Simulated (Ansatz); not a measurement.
The input, for Ansatz 0.2.0:

```yaml
crystal:
  periodic: [false, false, false]
  atoms:
    - {symbol: N, position_ang: [0.000000, 0.718959, -0.043984]}
    - {symbol: N, position_ang: [0.000000, -0.718959, -0.043984]}
    - {symbol: H, position_ang: [0.211082, 1.092752, 0.881590]}
    - {symbol: H, position_ang: [-0.948214, 1.005026, -0.270375]}
    - {symbol: H, position_ang: [-0.211082, -1.092752, 0.881590]}
    - {symbol: H, position_ang: [0.948214, -1.005026, -0.270375]}
basis:
  gaussian: {orbitals: cc-pVDZ}
magnetization: {spin_polarized: true, initial_magnetization: 0}
hamiltonian: {xc: hf}
output: {orbitals: {seedname: orbitals}}
```

```sh
$ ansatz run in.yaml --threads 1 --pin off --events-out ev --progress --plain --max-ram 2746MiB --backend cpu
```

(1) Roughly how long does this take on 1 thread of AMD EPYC 7R13, shared host, and how much host memory?

```
445 factors; integrals over basis functions are off by at most 1.2e-3 eV
mean field evaluation 1: about -3024.0964 eV, gradient 1.8e1 eV
mean field evaluation 2: about -3024.0971 eV, gradient 1.8e1 eV
mean field evaluation 4: about -3025.5064 eV, gradient 1.5e0 eV
mean field evaluation 8: about -3025.5222 eV, gradient 4.4e-3 eV
mean field -3025.52221171 eV, -111.1858905077 hartree, gradient 1.4e-5 eV, S^2 0.000000; 0 other end points of the search recorded, 0 dependent functions left out
reference -3025.52221171 eV, -111.1858905077 hartree; 9, 9 occupied and 39, 39 virtual orbitals, 445 factors
Total energy: -3025.52221171 eV, -111.1858905077 hartree
```

Results:

(1) 0.21 s wall and 0.12 GiB.
